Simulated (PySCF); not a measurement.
## PH₃: PBE0 against B3LYP

Base calculation in PySCF with density fitting and no spin–orbit coupling, PBE0/def2-TZVP (no relativity): singlet, C3v, P–H 1.420 Å (×3); H–P–H 93.1° (×3); wavenumbers 1004, 1135 (×2), 2411, 2423 (×2) cm⁻¹; dipole moment 0.70 D, gap between the highest occupied and lowest empty levels 8.64 eV, polar-tensor charge of P 0.26 e, atomisation energy (no zero-point energy) 992 kJ/mol.

Q: What changes on going to B3LYP/def2-TZVP (no relativity)?

A: The point group stays the same. Changes: mean bond to P -0.001 Å, smallest bond angle +0.3 degrees, highest wavenumber -27 cm⁻¹, lowest wavenumber +18 cm⁻¹, dipole moment -0.08 D, gap between the highest occupied and lowest empty levels -0.48 eV, polar-tensor charge of P +0.03 e, atomisation energy (no zero-point energy) +30 kJ/mol. The new structure has P–H 1.419 Å (×3); H–P–H 93.4° (×3), with wavenumbers 1022, 1142 (×2), 2388, 2396 (×2) cm⁻¹.

Only the bonding shown was studied: isomers, or loss of a ligand pair, can lie lower.
